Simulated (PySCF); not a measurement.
## Computed and published core binding energies of `FP(F)F`

Measured values to reproduce (core binding energies): F 1s of F1/F3/F4 694.09 eV [1]; P 1s of P2 2156.18 eV [2]; P 1s of P2 2156.40 eV [4]; P 1s of P2 2156.40 eV [5]. Sources and the comparison follow the method.

Compound: PF3.
Geometry (PBE0-D3(BJ)/def2-SVP, Å), atoms numbered from 1 in this order:
```
atom  x, y, z in Å
F1    -0.8266   -1.0649   -0.3780
P2     0.0177   -0.1071    0.5791
F3     1.3789   -0.1382   -0.2532
F4    -0.5321    1.2822    0.0171
```

The calculation used delta-SCF UKS SCAN, pcX-2 on the ionised atom, pcseg-1 elsewhere, spin-free X2C (PySCF 2.14.0). Vertical ΔSCF values, vacuum level as zero.

| atom | environment | level | this calculation (eV) | reference (eV) | difference (eV) | source |
| --- | --- | --- | --- | --- | --- | --- |
| F1/F3/F4 | phosphorus-bound fluorine | F 1s | 693.87 | 694.09 | -0.22 | [1] |
| P2 | three-coordinate phosphorus | P 1s | 2156.05 | 2156.18 | -0.13 | [2] |
| P2 | three-coordinate phosphorus | P 1s | 2156.05 | 2156.30 | -0.25 | [3] |
| P2 | three-coordinate phosphorus | P 1s | 2156.05 | 2156.40 | -0.35 | [4] |
| P2 | three-coordinate phosphorus | P 1s | 2156.05 | 2156.40 | -0.35 | [5] |
| P2 | three-coordinate phosphorus | P 1s | 2156.05 | 2156.63 | -0.58 | [6] |

[1] measured, gas; Beach, A photoelectron spectroscopic study of bonding in inorganic and organometallic compounds, PhD thesis, LBL 1985
[2] measured, gas; Besley, J. Chem. Theory Comput. 2021, 17, 3644 (DFT calculations of core-electron binding energies at the K-edge of heavier elements)
[3] computed, SFX2C-1e-ΔCCSD(T)/cc-pCVTZ-unc*+ΔHLR, gas; Zheng, Zhang, Jin, Southworth, Cheng, Phys. Chem. Chem. Phys. 2022, 24, 13587
[4] measured, gas; Cunha, Hait, Kang, Mao, Head-Gordon, J. Phys. Chem. Lett. 2022, 13, 3438 (arXiv:2111.08405)
[5] measured, gas; Zheng, Zhang, Jin, Southworth, Cheng, Phys. Chem. Chem. Phys. 2022, 24, 13587
[6] computed, ΔMP2, cc-pCVQZ:cc-pVQZ, with the paper's relativistic correction, gas; Besley, J. Chem. Theory Comput. 2021, 17, 3644 (DFT calculations of core-electron binding energies at the K-edge of heavier elements)

How far is it from the measured entries?

Over the 3 different measured values (2 distinct lines) the mean signed difference is -0.23 eV, the mean unsigned one 0.23 eV and the largest 0.35 eV; the computed references in the table aren't counted. The calculation is vertical and has no vibrational structure, and measured positions depend on the energy calibration.

The first atom of each set that the bonding makes equivalent was ionised and stands for the set. Not every level is listed. Isolated species at its PBE0-D3(BJ)/def2-SVP geometry, gas phase.

On one thread of an Arm Neoverse V1, no GPU (shared host), this took 4.8 s wall and 0.36 GiB of memory at its peak.
